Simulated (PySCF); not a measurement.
**Atomic charges by several schemes**

Compound: C4H7S (charge -1).
Structure used (PBE0-D3(BJ)/def2-SVP), in Å, numbered top down from 1:
```
atom  x, y, z in Å
C1    -1.7336   -0.4154    0.6663
C2    -0.7600    0.6946    0.4172
C3     0.4144    0.5996   -0.2363
C4     1.0769   -0.5968   -0.8318
S5     2.6303   -0.9040    0.0721
H6    -1.9238   -0.5607    1.7464
H7    -1.3628   -1.3709    0.2678
H8    -2.7201   -0.2218    0.2017
H9    -1.0251    1.6662    0.8576
H10    1.0357    1.5028   -0.2959
H11    1.2640   -0.3911   -1.9085
H12    0.3924   -1.4684   -0.8137
```

Density: PBE0/pcSseg-1 (PySCF); schemes: Mulliken, IAO, Hirshfeld and ESP-fitted. One conformer (not necessarily the lowest) at the PBE0-D3(BJ)/def2-SVP geometry, without solvent, vibrations or thermal averaging. The pcSseg-1 basis has no diffuse functions, a weakness for an anion. The HOMO energy is positive at this level (+0.46 eV), so the outermost electrons may be held by the finite basis alone.

Task: Tabulate the Mulliken, IAO, Hirshfeld and ESP-fitted charges.

Result: In e:

```tsv
atom	environment	Mulliken	IAO	Hirshfeld	ESP-fitted
C1	allylic carbon	-0.231	-0.405	-0.129	-0.001
C2	alkene CH carbon	-0.279	-0.222	-0.103	-0.157
C3	alkene CH carbon	-0.118	-0.114	-0.064	-0.284
C4	sp3 carbon bound to sulfur	-0.253	-0.318	-0.124	-0.097
S5	thiolate sulfur	-0.709	-0.746	-0.675	-0.845
H6	methyl hydrogen	+0.094	+0.121	+0.023	+0.015
H7	methyl hydrogen	+0.114	+0.138	+0.035	+0.044
H8	methyl hydrogen	+0.083	+0.113	+0.016	-0.038
H9	vinylic hydrogen	+0.054	+0.105	+0.008	+0.050
H10	vinylic hydrogen	+0.069	+0.128	+0.014	+0.154
H11	methylene hydrogen	+0.091	+0.104	-0.003	+0.071
H12	methylene hydrogen	+0.085	+0.097	+0.001	+0.089
```

Mean size of the charges over all atoms: IAO 0.218 e, Mulliken 0.182 e, ESP-fitted 0.154 e, Hirshfeld 0.099 e. Each set sums to the total charge, -1, to within 0.001 e. The Mulliken scheme counts on each atom the diagonal of the density matrix times the overlap matrix over that atom's basis functions.

Lowest charge. All schemes agree: Mulliken S5 (-0.709); IAO S5 (-0.746); Hirshfeld S5 (-0.675); ESP-fitted S5 (-0.845).

Highest charge. The schemes don't all agree: Mulliken H7 (+0.114); IAO H7 (+0.138); Hirshfeld H7 (+0.035); ESP-fitted H10 (+0.154).

Task: How closely do the schemes follow one another over all atoms?

Result: Correlation coefficient and root-mean-square difference: Mulliken with IAO 0.98, 0.063 e; Mulliken with Hirshfeld 0.94, 0.091 e; Hirshfeld with ESP-fitted 0.93, 0.106 e; IAO with Hirshfeld 0.90, 0.132 e; Mulliken with ESP-fitted 0.89, 0.120 e; IAO with ESP-fitted 0.82, 0.159 e.

Task: Sum the charges by element, for elements with more than one atom.

Result: 
| element | atoms | Mulliken | IAO | Hirshfeld | ESP-fitted |
| --- | --- | --- | --- | --- | --- |
| C | 4 | -0.881 | -1.060 | -0.420 | -0.539 |
| H | 7 | +0.590 | +0.806 | +0.094 | +0.384 |

Task: How many electrons does the IAO scheme count on C3?

Result: Z − q = 6 − (-0.114) = 6.114.

These values come from a run that also computed NMR shieldings. On one thread of an x86-64 server, shared host, this took 9.0 s.
